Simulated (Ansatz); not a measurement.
Relaxation of H$_{5}$NSi (7 atoms, charge 0, multiplicity 1), to a largest force component of 0.03 eV/Å in at most 50 steps.

Level of theory: RKS BLYP-D4/def2-SVP in Ansatz.

```xyz
7
Properties=species:S:1:pos:R:3
Si 0.114 0.052 0.078
H 0.433 0.033 1.502
H 1.565 0.098 -0.046
N -0.699 1.394 -0.670
H -1.721 1.419 -0.701
H -0.324 2.344 -0.616
H -0.544 -1.211 -0.378
```

Question: Where does it end, and by what steps?

Answer: The run converged. After 4 steps the energy has fallen by 0.445 eV; H2 moved furthest, 0.30 Å.

```csv
step,energy less start (eV),largest force component (eV/Å),accepted
0,0.0000,1.414,yes
1,-0.4014,0.372,yes
2,-0.3853,0.573,no
3,-0.4439,0.084,yes
4,-0.4449,0.017,yes
```

```xyz
7
Properties=species:S:1:pos:R:3
Si 0.170 0.065 0.109
H 0.158 0.062 1.622
H 1.609 0.112 -0.316
N -0.667 1.377 -0.696
H -1.689 1.406 -0.626
H -0.292 2.325 -0.585
H -0.466 -1.218 -0.340
```

Whether the end is a true minimum wasn't checked by a vibrational analysis.

Run time: 6.5 s on 1 thread of Arm Neoverse V1, with other jobs on the host, peak memory 0.1 GiB.
